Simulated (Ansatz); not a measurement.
## What a trial cell of KCaF3 relaxes into

All numbers below come from DFT r2SCAN, scalar-relativistic, plane waves, PAW in Ansatz. Cutoff 500 eV, Γ-centred k mesh, Gaussian smearing, no spin polarisation in the final step.

The start puts KCaF3 on the hexagonal perovskite (2H) structure type (P6_3/mmc, No. 194), with K in place of Ba, Ca in place of Ni, F in place of O, at a guessed volume.

```yaml
crystal:
  lattice:
    - [6.18222, 0.00000, 0.00000]
    - [-3.09111, 5.35396, 0.00000]
    - [0.00000, 0.00000, 5.28179]
  atoms:
    - { symbol: K, position: [0.33333, 0.66667, 0.75000] }
    - { symbol: K, position: [0.66667, 0.33333, 0.25000] }
    - { symbol: Ca, position: [0.00000, 0.00000, 0.50000] }
    - { symbol: Ca, position: [0.00000, 0.00000, 0.00000] }
    - { symbol: F, position: [0.14600, 0.29200, 0.25000] }
    - { symbol: F, position: [0.85400, 0.14600, 0.75000] }
    - { symbol: F, position: [0.85400, 0.70800, 0.75000] }
    - { symbol: F, position: [0.14600, 0.85400, 0.25000] }
    - { symbol: F, position: [0.70800, 0.85400, 0.25000] }
    - { symbol: F, position: [0.29200, 0.14600, 0.75000] }
```

Cell and atoms relax at zero pressure; the relaxation can't lower the symmetry of the start. After a coarse first stage the cell is made exact in the group found at 0.06 Å.

Energies over the elements count from the elements' standard structures at the same level (F₂ as a molecule), with no empirical corrections.

Which crystal results?

It keeps P6_3/mmc (No. 194). The result still has the hexagonal perovskite (2H) structure. Conventional cell: a = 5.953 Å, c = 6.052 Å. Around K lie 6 F at 2.98 Å (next F at 3.52 Å); Ca is coordinated by 6 F at 2.23 Å; around F lie 2 Ca at 2.23 Å.

```xyz
10
Lattice="5.9534 0.0000 0.0000 -2.9767 5.1558 0.0000 0.0000 0.0000 6.0520" Properties=species:S:1:pos:R:3 pbc="T T T"
K     0.0000    3.4372    4.5390
K     2.9767    1.7186    1.5130
Ca    0.0000    0.0000    3.0260
Ca    0.0000    0.0000    0.0000
F     0.0000    1.6368    1.5130
F     4.5359    0.8184    4.5390
F     2.9767    3.5190    4.5390
F    -1.5592    4.3374    1.5130
F     1.5592    4.3374    1.5130
F     1.4175    0.8184    4.5390
```

What are its volume, energy, density and gap?

The volume per atom is 18.58 Å³, the density is 2.43 g/cm³ and the energy over the elements is -3.506 eV/atom. The gap on the 6×6×4 mesh is 6.61 eV.

The final run used a 6×6×4 mesh on its 10-atom cell and 0.02 eV smearing. A structure relaxed within its symmetry needn't be a true minimum.

Cost: 3 runs of about 3.9 core-minutes in all, on Arm Neoverse V1 (shared hosts).